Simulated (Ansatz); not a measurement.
# C2H7NS2: how energies converge with the basis set

An exercise on one series of results from a longer session: the logs are not shown, and one member is left open.

The runs use Ansatz 0.2.0, Gaussian basis; one geometry, several basis sets.

Plan: PBE0-D4/def2-SVP; ωB97M-V/def2-SVP; PBE0-D4/def2-QZVPP; ωB97M-V/def2-QZVPP; the functionals' def2-TZVPP values are taken from earlier runs.

### Structure used throughout

An earlier PBE0-D4 in a triple-zeta def2 set relaxation fixed the geometry.

SMILES `CNC(S)S`, 12 atoms, charge 0, spin multiplicity 1.

Atoms are counted from 1 here; the program's logs count them from 0.

Bond lengths: C1–N2 1.449 Å, C1–H6 1.097 Å, C1–H7 1.091 Å, C1–H8 1.090 Å, N2–C3 1.420 Å, N2–H9 1.012 Å, C3–S4 1.819 Å, C3–S5 1.859 Å, C3–H10 1.089 Å, S4–H11 1.345 Å, S5–H12 1.343 Å. Angles: N2–C1–H6 113.1°, N2–C1–H7 109.5°, N2–C1–H8 108.8°, H6–C1–H7 108.0°, H6–C1–H8 109.1°, H7–C1–H8 108.2°, C1–N2–C3 117.5°, C1–N2–H9 111.2°, C3–N2–H9 109.7°, N2–C3–S4 112.5°, N2–C3–S5 117.7°, N2–C3–H10 108.4°, S4–C3–S5 102.9°, S4–C3–H10 108.8°, S5–C3–H10 106.0°, C3–S4–H11 94.6°, C3–S5–H12 95.1°.

The first run:

The input, in.yaml:

```yaml
crystal:
  periodic: [false, false, false]
  atoms:
    - {symbol: C, position_ang: [-1.413225, -0.279272, 0.401880]}
    - {symbol: N, position_ang: [-0.010431, -0.298285, 0.763400]}
    - {symbol: C, position_ang: [0.927726, 0.093509, -0.227807]}
    - {symbol: S, position_ang: [1.008584, -1.081059, -1.614814]}
    - {symbol: S, position_ang: [0.655390, 1.724219, -1.078717]}
    - {symbol: H, position_ang: [-1.763485, 0.712207, 0.087623]}
    - {symbol: H, position_ang: [-1.586685, -0.974618, -0.420329]}
    - {symbol: H, position_ang: [-2.000541, -0.611075, 1.258612]}
    - {symbol: H, position_ang: [0.154736, 0.223718, 1.614024]}
    - {symbol: H, position_ang: [1.910965, 0.156941, 0.235811]}
    - {symbol: H, position_ang: [0.902573, -2.173705, -0.838461]}
    - {symbol: H, position_ang: [1.291392, 2.452218, -0.147121]}
basis:
  gaussian: {orbitals: def2-SVP}
hamiltonian: {xc: pbe0, dispersion: d4}
output: {orbitals: {seedname: orbitals}}
```

Among the steps run: PBE0-D4 in def2-SVP; ωB97M-V in def2-SVP; PBE0-D4 in def2-QZVPP; ωB97M-V in def2-QZVPP.

One table of the session follows, with a row left open; its other results are not shown here.

It belongs to the step «Functionals by basis». 

```
functional       basis  HOMO (eV)  LUMO (eV)
   PBE0-D4    def2-SVP      -6.65       0.45
   PBE0-D4  def2-TZVPP      -6.82      -0.08
   PBE0-D4  def2-QZVPP      -6.86      -0.27
   ωB97M-V    def2-SVP      -8.85       2.40
   ωB97M-V  def2-TZVPP      -9.04       1.72
   ωB97M-V  def2-QZVPP          ?          ?
```

Estimate the missing values for ωB97M-V, def2-QZVPP.

As computed: HOMO (eV): -9.08; LUMO (eV): 1.26. In the column «HOMO (eV)» it is the lowest.
